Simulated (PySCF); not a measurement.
Species: C4H8.
Geometry (PBE0-D3(BJ)/def2-SVP, Å), atoms numbered from 1 in this order:
```
atom  x, y, z in Å
C1     1.963    0.063   -0.094
C2     0.508    0.116   -0.423
C3    -0.489   -0.122    0.434
C4    -1.944   -0.078    0.102
H5     2.481   -0.709   -0.689
H6     2.130   -0.161    0.970
H7     2.462    1.019   -0.325
H8     0.251    0.371   -1.461
H9    -0.232   -0.374    1.472
H10   -2.481    0.639    0.746
H11   -2.421   -1.059    0.263
H12   -2.112    0.213   -0.945
```

Lines to be assigned: C 1s: 290.11 (area 2), 290.68 (area 2) eV.

Method: delta-SCF UKS SCAN, pcX-2 on the ionised atom, pcseg-1 elsewhere, spin-free X2C in PySCF. Isolated species at its PBE0-D3(BJ)/def2-SVP geometry, gas phase.

Question: Order the carbon atoms by C 1s binding energy.

Answer: 290.11 eV: C2/C3 (alkene CH carbon); 290.68 eV: C1/C4 (allylic carbon). Lowest listed C 1s: C2/C3, bonded to C (double bond), C and H. Highest, 0.57 eV above it: C1/C4, bonded to C and 3 H. Summing the Pauling electronegativity differences to the bonded atoms, each weighted by its formal bond order, gives -0.35 for the lowest site and -1.05 for the highest; the largest sum, -0.35, belongs to C2/C3, 0.57 eV below the top. The smallest sum, -1.05, belongs to C1/C4, 0.57 eV above the lowest.

Bonded neighbours of each site: C1/C4: C and 3 H; C2/C3: C (double bond), C and H.

Question: Give the binding energy of C 1s of C1/C4 in hartree and in kJ/mol.

Answer: 290.68 eV = 10.6823 Eh = 28046 kJ/mol.

The first atom of each set that the bonding makes equivalent was ionised and stands for the set.

On one thread of an Arm Neoverse V1 (shared host), this took 9.9 s wall and 0.40 GiB of memory at its peak.
